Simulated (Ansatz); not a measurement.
## Rhombohedral A7 As

Calculation: PBE-D4 (Ansatz, a first-principles code, plane waves, PAW).

Numerical settings: plane-wave cutoff 500 eV, 12×12×12 k mesh, Fermi–Dirac smearing 0.05 eV, scalar-relativistic PAW data made under PBE.

Cell (relaxed at this level):

```cif
data_As2
_chemical_formula_sum 'As2'
_space_group_name_H-M_alt 'P 1'
_space_group_IT_number 1
_cell_length_a 4.01404
_cell_length_b 4.01404
_cell_length_c 4.01404
_cell_angle_alpha 56.240
_cell_angle_beta 56.240
_cell_angle_gamma 56.240
loop_
_space_group_symop_operation_xyz
  'x, y, z'
loop_
_atom_site_label
_atom_site_type_symbol
_atom_site_fract_x
_atom_site_fract_y
_atom_site_fract_z
_atom_site_occupancy
As1 As 0.23032 0.23032 0.23032 1
As2 As 0.76968 0.76968 0.76968 1
```

equilibrium volume per atom: 20.88 Å³/atom
lattice constant a: 3.784 Å
lattice parameter c: 10.103 Å

Measured, for comparison: lattice constant a 3.760 Å, lattice parameter c 10.441 Å (4 K, zero-point motion not removed; as tabulated in Schiferl, Barrett, J. Appl. Cryst. 2, 30 (1969), as in the American …). Computed (rounded) less measured: lattice constant a +0.6 %, lattice parameter c -3.2 %.

Computed values are for the static lattice.

It cost roughly 30 core-seconds of CPU time.
